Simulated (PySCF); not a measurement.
CCl2 (singlet state).
SMILES: `Cl[C]Cl`

Computed with TDDFT B3LYP/def2-SVPD, vertical, gas phase, core orbitals frozen in the response in PySCF 2.14.0, density-fitted response routines. Geometry: GFN2-xTB; no solvent, vibrations or thermal averaging.

Orbital energies (eV): HOMO-3 -11.78, HOMO-2 -10.06, HOMO-1 -9.44, HOMO -6.99, LUMO -3.49, LUMO+1 -0.20, LUMO+2 0.72.

Q: Among the lowest singlets, which states do these configurations lead, and at what energies: HOMO→LUMO+2, HOMO-2→LUMO, HOMO-3→LUMO, HOMO-1→LUMO, HOMO→LUMO, HOMO→LUMO+1?

A: 

```
state  leading configuration  weight  Δε (eV)  E (eV)  E − Δε (eV)       f  other configurations
   S1              HOMO→LUMO    1.00     3.50    2.16        -1.34  0.0016                     –
   S2            HOMO-1→LUMO    1.00     5.94    4.51        -1.43  0.0000                     –
   S3            HOMO→LUMO+1    0.96     6.79    5.47        -1.32   0.016                     –
   S4            HOMO-2→LUMO    0.86     6.56    5.88        -0.68   0.060           H→L+2 (10%)
   S5            HOMO-3→LUMO    1.00     8.29    6.80        -1.49  0.0018                     –
   S7            HOMO→LUMO+2    0.86     7.71    7.00        -0.71   0.160                     –
```

E − Δε runs from -1.49 to -0.68 eV. By orbital difference alone the order would be S1, S2, S4, S3, S7, S5. Δε is the difference of the two orbital energies.

H and L stand for HOMO and LUMO. The other states: S6 6.89 eV, f 0.011, H→L+3 (96%); S8 7.74 eV, f 0.162, H→L+4 (81%), H-4→L (14%).

Q: Pair triplets and singlets of the same leading configuration (75% or more in both) and give the splittings.

A: 

```
configuration  triplet  E(T) (eV)  singlet  E(S) (eV)  E(S) − E(T) (eV)
    HOMO→LUMO       T1       0.81       S1       2.16             +1.35
  HOMO-1→LUMO       T2       4.28       S2       4.51             +0.23
  HOMO-2→LUMO       T3       4.68       S4       5.88             +1.20
```

The 3 triplets are Tamm–Dancoff values, the singlets full response.

Summed over the main configurations (up to three a state, each over 8%) of all 8 singlets, the electron leaves HOMO with weight 4.70, HOMO-1 with weight 1.00, HOMO-3 with weight 1.00 and HOMO-2 with weight 0.86.
